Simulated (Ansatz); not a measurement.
Saddle point of C₂H₅F, closed shell (C₂H₅F (CCF) → C₂H₄ (C=C) + HF; bonds formed: F1–H8; bonds broken: F1–C2, C5–H8), PBE0-D4/def2-TZVP structure:

F1  (-1.300, -1.039, 0.509)
C2  (0.185, -0.445, -0.507)
H3  (0.776, -1.323, -0.279)
H4  (-0.360, -0.471, -1.442)
C5  (0.325, 0.736, 0.222)
H6  (1.111, 0.805, 0.964)
H7  (-0.034, 1.663, -0.208)
H8  (-0.703, 0.075, 0.742)
(Å)

Energies are electronic, without zero-point energy. Barriers and step energies count from the start structure reached by relaxing down the imaginary mode; all methods use the PBE0-D4 structures, on which another method's saddle can fall below an end. Ansatz 0.2.0; basis: def2-TZVPP, with def2-QZVPP for the basis limit; cores frozen in the correlated methods. B3LYP uses VWN-RPA correlation. Extrapolation: Hartree–Fock as exp(−7.88 √X), correlation as X^−2.97.

| method | barrier (kcal/mol) | step energy (kcal/mol) |
| --- | --- | --- |
| SPW92 | 52.69 | 18.90 |
| PBE-D4 | 54.07 | 13.70 |
| BLYP-D4 | 53.86 | 10.14 |
| r2SCAN-D4 | 58.51 | 15.20 |
| B97M-V | 61.99 | 15.41 |
| PBE0-D4 | 61.70 | 15.74 |
| B3LYP-D4 | 60.03 | 12.33 |
| r2SCAN0-D4 | 63.94 | 16.27 |
| BHLYP-D4 | 67.91 | 14.85 |
| CAM-B3LYP-D4 | 62.47 | 14.88 |
| wB97X-V | 64.12 | 16.75 |
| wB97M-V | 61.76 | 13.94 |
| B2PLYP | ? | 12.24 |
| PBE-QIDH | ? | 15.81 |
| RPA on PBE | 63.05 | 12.66 |
| HF | ? | 14.39 |
| MP2 | 63.56 | 11.51 |
| CCSD | 68.11 | 12.50 |
| CCSD(T) | 64.52 | 11.65 |

Question: Fill in the withheld barriers. (To be estimated.)

Answer: The calculation gives: PBE-QIDH 65.54; B2PLYP 61.41; HF 77.99 kcal/mol. Each is the energy of the saddle less that of the start structure, by the same method.

For comparison, the barrier by CCSD(T) at an estimated basis limit (MP2 extrapolated from triple and quadruple zeta, plus CCSD(T) − MP2 in triple zeta) is 63.01 kcal/mol.

No T1 diagnostic of these runs exceeds 0.021.

For scale, one of the runs: CCSD(T)/def2-TZVPP, 163 basis functions, launched by `ansatz run in.yaml --threads 2 --pin off --events-out ev --progress --plain --max-ram 4352MiB`. Hardware: 2 CPU threads of an Intel Xeon 6975P-C, shared host. Wall time 9.5 s; peak host memory 1.4 GiB.
